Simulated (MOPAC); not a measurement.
MOPAC input (MNDO):

```
MNDO 1SCF UHF MS=0.5 GEO-OK AUX(PRECISION=9) THREADS=1
C4H3S

S     0.00108380 1    0.01823548 1    1.13620484 1
C     0.00261406 1    1.29542196 1   -0.04692498 1
C    -0.00253788 1   -1.20240713 1   -0.07753578 1
C     0.00033218 1    0.73061502 1   -1.26663996 1
C    -0.00262290 1   -0.67651780 1   -1.34119242 1
H     0.00501141 1    2.32821230 1    0.25581372 1
H    -0.00440903 1   -2.24242826 1    0.20719009 1
H    -0.00465585 1   -1.26022405 1   -2.24852233 1
```

**Question.** What heat of formation does the run end on, and which ionisation energy by Koopmans theorem?

**Answer.** 129.50 kcal/mol; 8.40 eV.

The determinant is spin-contaminated: <S^2> is 0.91 against 0.75 for a pure state.
